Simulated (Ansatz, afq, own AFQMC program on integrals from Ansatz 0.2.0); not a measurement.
**GeNH3, singlet: AFQMC among the cluster methods**

```yaml
atoms:
  - { symbol: Ge, position_ang: [0.0000, -0.0318, 0.4110] }
  - { symbol: N, position_ang: [0.0000, 0.0458, -1.8267] }
  - { symbol: H, position_ang: [0.0000, 1.5644, 0.5405] }
  - { symbol: H, position_ang: [0.0000, 0.8838, -2.3855] }
  - { symbol: H, position_ang: [0.0000, -0.7910, -2.3877] }
```

Connectivity, by distances: GeH–NH2.

Basis cc-pVDZ. Noble-gas cores (and the filled d shells of Ga–Kr and In–Xe) are frozen. Ansatz 0.2.0 and our own AFQMC program on the same integrals; the CISD trial comes from CCSD amplitudes, and released means the phaseless constraint is let go. ± is one standard error of the sampling. No spin–orbit coupling.

Determinant: RHF, the one that the program's search chose, which needn't be the lowest solution. The geometry is a point of a scan.

No full CI on the walks' own integrals is used here; CCSDT(Q) serves as the reference and is uncertain by about the last step of the cluster series.

Cautions: no relativity below Rb; no spin-orbit coupling; inner d shell frozen; higher spins were not checked; strong correlation (T1 0.040, weight of the determinant 0.84, largest double 0.08).

The T1 diagnostic is 0.0399, the weight of the determinant in the CISD state is 0.837 and the size of the correlated space is 12 electrons in 41 orbitals.

Reference: CCSDT(Q), correlation energy -8.377 eV. The released energy is read at 2.40 1/Eh (meV from the phaseless value at times in 1/Eh: 9 ± 25 at 0.24, 1 ± 23 at 0.51, -35 ± 20 at 0.99, -42 ± 24 at 1.62, 15 ± 46 at 2.40).

| level | E − E(reference) (meV) | share of correlation (%) |
| --- | --- | --- |
| HF | 8377.2 | 0.00 |
| MP2 | 1171.0 | 86.02 |
| CCSD | 391.6 | 95.33 |
| CCSD(T) | 81.2 | 99.03 |
| CCSDT | 48.0 | 99.43 |
| ph-AFQMC/CISD | 20.8 ± 25.0 | 99.75 |
| released AFQMC | 35.3 ± 46.4 | 99.58 |

A walk keeps the symmetry of its determinant, which the program's search chose and which needn't be the lowest solution, so a lower state of the same spin and another symmetry isn't excluded. Released energies are given only where the last usable release times agree within the noise; a slower fall can still hide under it.
